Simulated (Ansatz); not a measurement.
# Structure relaxation of SnPbF4

The calculation used Ansatz 0.2.0, DFT r2SCAN, scalar-relativistic, plane waves, PAW. Cutoff 500 eV, Γ-centred k mesh, Gaussian smearing, no spin polarisation in the final step.

The start is a database structure of SnPbF4, space group P4/nmm (No. 129).

```xyz
12
Lattice="4.3685 0.0000 0.0000 0.0000 4.3685 0.0000 0.0000 0.0000 11.0854" Properties=species:S:1:pos:R:3 pbc="T T T"
Sn    0.0000    2.1842    1.5835
Sn    2.1842    0.0000    9.5019
Pb    0.0000    2.1842    6.8609
Pb    2.1842    0.0000    4.2244
F     0.0000    2.1842    3.7052
F     2.1842    0.0000    7.3802
F     2.1842    2.1842    5.5427
F     0.0000    0.0000    5.5427
F     0.0000    0.0000    2.2326
F     2.1842    2.1842    2.2326
F     2.1842    2.1842    8.8528
F     0.0000    0.0000    8.8528
```

Steps on the 4×4×2 mesh (12 atoms). 5 of 6 steps are shown, and the free energy counts from the last. Trial steps that were taken back and renewals of the plane-wave basis can be among the rows.

```tsv
step	ΔF (meV/atom)	V (Å³/atom)	P (GPa)	largest force component (eV/Å)
1	13.4	17.63	-3.75	0.575
2	21.7	16.07	3.22	0.824
3	0.5	16.74	-0.88	0.123
4	-0.8	16.26	0.18	0.041
6	0.0	16.27	0.01	0.016
```

A final relaxation ran on a 6×6×2 mesh. The relaxed crystal, P4/nmm (No. 129):

Space group P4/nmm:1 (No. 129). a = 4.283 Å, b = 4.283 Å, c = 10.629 Å, α = 90.00°, β = 90.00°, γ = 90.00°
```json
{"atom": "Sn", "site": "2c", "symmetry": "4mm", "x": "0.0000", "y": "0.5000", "z": "0.1349"}
{"atom": "Pb", "site": "2c", "symmetry": "4mm", "x": "0.0000", "y": "0.5000", "z": "0.6222"}
{"atom": "F", "site": "2c", "symmetry": "4mm", "x": "0.0000", "y": "0.5000", "z": "0.3312"}
{"atom": "F", "site": "2b", "symmetry": "-4m2", "x": "0.5000", "y": "0.5000", "z": "0.5000"}
{"atom": "F", "site": "4f", "symmetry": "2mm.", "x": "0.0000", "y": "0.0000", "z": "0.1979"}
```

```yaml
Volume_per_atom: 16.3 Å³
Density: 6.8 g/cm³
Energy_over_the_elements: -2.486 eV/atom
Gap_on_the_6×6×2_mesh: 3.83 eV
```

The zero of energy is the elements' standard structures at the same level (F₂ as a molecule); no fitted shifts are applied.

The final run used a 6×6×2 mesh on its 12-atom cell and 0.02 eV smearing. Weakly bound directions are ill-defined at this level, which has no dispersion term. Spin–orbit coupling is left out.

A structure relaxed within its symmetry needn't be a true minimum.

Cost: 3 runs of about 2 core-minutes in all, on AMD EPYC 9R45 (Zen 5) (shared hosts).